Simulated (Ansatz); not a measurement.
# Two structures, one formula

Two relaxed structures of CH5OSi (charge +1), singlet (PBE0-D4/def2-TZVP; forces vanish, vibrations not checked).

A:

O1  (-0.852, 0.493, -1.664)
C2  (0.076, 0.721, -0.541)
Si3  (-0.032, -0.093, 0.965)
H4  (-0.796, -0.366, -2.114)
H5  (0.795, 1.467, -0.849)
H6  (0.968, 0.244, 1.986)
H7  (-1.765, 0.804, -1.553)
H8  (-1.094, -1.087, 1.199)
(Å)

B:

```
atom    x (Å)    y (Å)    z (Å)
  O1   0.0734  -0.9941   1.0517
  C2   0.3240   1.0881  -0.9704
 Si3  -0.6419  -0.1363  -0.3704
  H4  -1.9147  -0.8383  -0.5424
  H5  -0.0089   1.6239  -1.8543
  H6  -0.4377  -1.4840   1.7153
  H7   0.9792  -0.8181   1.3540
  H8   1.2782   1.3905  -0.5554
```

Ansatz 0.2.0; basis: def2-TZVPP; cores frozen in the correlated methods. B3LYP uses VWN-RPA correlation.

(1) Which structure is lower at CCSD(T), and by how much? (To be estimated.)

T1 diagnostic: at most 0.015. The restricted Hartree–Fock reference is unstable towards an unrestricted one at one or more of these structures.

## Answers

(1) Computed: B, by 143.0 kJ/mol (electronic energy, against the other). By their contacts, A is CH₅OSi ([OH2][CH][SiH2]), total charge +1 and B is CH₅OSi ([CH2][SiH][OH2]), total charge +1.

All methods give the same order:

```json
{"method": "PBE-D4", "E(B) − E(A) (kJ/mol)": "-139.0"}
{"method": "r2SCAN-D4", "E(B) − E(A) (kJ/mol)": "-147.2"}
{"method": "PBE0-D4", "E(B) − E(A) (kJ/mol)": "-138.5"}
{"method": "B3LYP-D4", "E(B) − E(A) (kJ/mol)": "-139.9"}
{"method": "wB97M-V", "E(B) − E(A) (kJ/mol)": "-140.6"}
{"method": "HF", "E(B) − E(A) (kJ/mol)": "-131.3"}
{"method": "MP2", "E(B) − E(A) (kJ/mol)": "-150.5"}
{"method": "CCSD", "E(B) − E(A) (kJ/mol)": "-141.3"}
{"method": "CCSD(T)", "E(B) − E(A) (kJ/mol)": "-143.0"}
```

Labels in which every atom is bracketed show which atoms are joined, not bond orders.

For scale, one of the runs: CCSD(T)/def2-TZVPP, 174 basis functions, launched by `ansatz run in.yaml --threads 2 --pin off --events-out ev --progress --plain --max-ram 4352MiB`. Time: 16 s of wall clock on 2 CPU threads of an Intel Xeon Platinum 8488C; the host was shared. Peak host memory: 1.5 GiB.
